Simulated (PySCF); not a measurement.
A side-by-side comparison of computed properties.

First species: C2H3NO.
Atom-mapped SMILES: `[CH2:1]=[N:2][CH:3]=[O:4]` (hydrogens: H5, H6 on C1; H7 on C3)

Second species: C2H3NO.
Geometry (PBE0-D3(BJ)/def2-SVP, Å), atoms numbered from 1 in this order:
```xyz
7
C2H3NO angstrom
N     -1.5101    0.0779   -0.1231
C     -0.3680    0.5396    0.1694
C      0.8957   -0.2591   -0.0181
O      0.8730   -1.3808   -0.4519
H     -1.3801   -0.8809   -0.4850
H     -0.2723    1.5597    0.5755
H      1.8537    0.2416    0.2646
```

Levels: PBE0/def2-SVPD for dipole moment, HOMO energy, LUMO energy, HOMO–LUMO gap, static isotropic polarisability and electronic spatial extent ⟨r²⟩ about the centre of nuclear charge; TDDFT PBE0/def2-SVPD for lowest singlet excitation; TDA PBE0/def2-SVPD for lowest triplet excitation (Tamm–Dancoff); ΔSCF PBE0/def2-SVPD for vertical ionisation energy; PBE0-D3(BJ)/def2-SVP for rotational constant A and rotational constant C. Geometries: PBE0-D3(BJ)/def2-SVP. All species are isolated and taken at one optimised geometry, non-relativistic unless stated; the electronic structure was computed with PySCF and density fitting.

The conformers computed, where there is a choice (atom-mapped SMILES and torsion angles):
- `[CH2:1]=[N:2][CH:3]=[O:4]`: C1–N2–C3–O4 -68°
- `[H]/[N:1]=[CH:2]\[CH:3]=[O:4]`: N1–C2–C3–O4 0°

Values for the first species:

- Dipole moment: 3.11 D
- HOMO energy: -7.82 eV
- LUMO energy: -1.66 eV
- HOMO–LUMO gap: 6.16 eV
- Lowest singlet excitation: 4.29 eV
- Lowest triplet excitation (Tamm–Dancoff): 3.72 eV
- Static isotropic polarisability: 36.4 au
- Vertical ionisation energy: 10.14 eV
- Electronic spatial extent ⟨r²⟩ about the centre of nuclear charge: 252 bohr²
- Rotational constant A: 31.457 GHz
- Rotational constant C: 5.289 GHz

(1) Estimate the same properties for the second species, and the change in each.

## Answers

(1) 
```tsv
property	first	second	second less first
dipole moment	3.11 D	2.30 D	-0.81 D
HOMO energy	-7.82 eV	-8.03 eV	-0.21 eV
LUMO energy	-1.66 eV	-2.85 eV	-1.19 eV
HOMO–LUMO gap	6.16 eV	5.18 eV	-0.98 eV
lowest singlet excitation	4.29 eV	3.21 eV	-1.08 eV
lowest triplet excitation (Tamm–Dancoff)	3.72 eV	2.58 eV	-1.14 eV
static isotropic polarisability	36.4 au	35.0 au	-1.4 au
vertical ionisation energy	10.14 eV	10.47 eV	+0.33 eV
electronic spatial extent ⟨r²⟩ about the centre of nuclear charge	252 bohr²	248 bohr²	-4 bohr²
rotational constant A	31.457 GHz	23.908 GHz	-7.549 GHz
rotational constant C	5.289 GHz	5.169 GHz	-0.120 GHz
```

On the first: The polarisability is 5.39 Å³ as a volume (1 au = 0.148185 Å³), or 1.21 au for each of the 30 electrons. In wavenumbers S1 is 34600 cm⁻¹ (1 eV = 8065.54 cm⁻¹).

On the second: 1 of the 10 computed singlets lies in the visible range (750 to 380 nm, 1.65 to 3.26 eV), with an oscillator strength of 0.001. The polarisability is 5.19 Å³ as a volume (1 au = 0.148185 Å³), or 1.17 au for each of the 30 electrons.
